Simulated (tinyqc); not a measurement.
UKS/LDA (VWN5) in the sto-3g basis, for H2O+, spin multiplicity 2, step by step. One step of it, computed by the program tinyqc.

Question. Orthogonalisation. S = U s U^T; symmetric (Loewdin) form X = U s^(-1/2) U^T, so that X^T S X = 1.

overlap S:
```
,1O 1s,1O 2s,1O 2px,1O 2py,1O 2pz,2H 1s,3H 1s
1O 1s,1.000000,0.236704,0.000000,0.000000,0.000000,0.020618,0.020618
1O 2s,0.236704,1.000000,0.000000,0.000000,0.000000,0.250581,0.250581
1O 2px,0.000000,0.000000,1.000000,0.000000,0.000000,0.000000,0.000000
1O 2py,0.000000,0.000000,0.000000,1.000000,0.000000,0.204162,-0.204162
1O 2pz,0.000000,0.000000,0.000000,0.000000,1.000000,0.127601,0.127601
2H 1s,0.020618,0.250581,0.000000,0.204162,0.127601,1.000000,0.068873
3H 1s,0.020618,0.250581,0.000000,-0.204162,0.127601,0.068873,1.000000
```

Give: eigenvalues of S; X.

Answer.

eigenvalues of S: 0.5837  0.6748  0.9015  1.0000  1.0901  1.2563  1.4936

X:
```
,1O 1s,1O 2s,1O 2px,1O 2py,1O 2pz,2H 1s,3H 1s
1O 1s,1.0228,-0.1290,0.0000,0.0000,-0.0031,0.0134,0.0134
1O 2s,-0.1290,1.0747,0.0000,0.0000,0.0262,-0.1348,-0.1348
1O 2px,0.0000,0.0000,1.0000,0.0000,0.0000,0.0000,0.0000
1O 2py,0.0000,0.0000,0.0000,1.0355,0.0000,-0.1142,0.1142
1O 2pz,-0.0031,0.0262,0.0000,0.0000,1.0130,-0.0671,-0.0671
2H 1s,0.0134,-0.1348,0.0000,-0.1142,-0.0671,1.0509,-0.0232
3H 1s,0.0134,-0.1348,0.0000,0.1142,-0.0671,-0.0232,1.0509
```
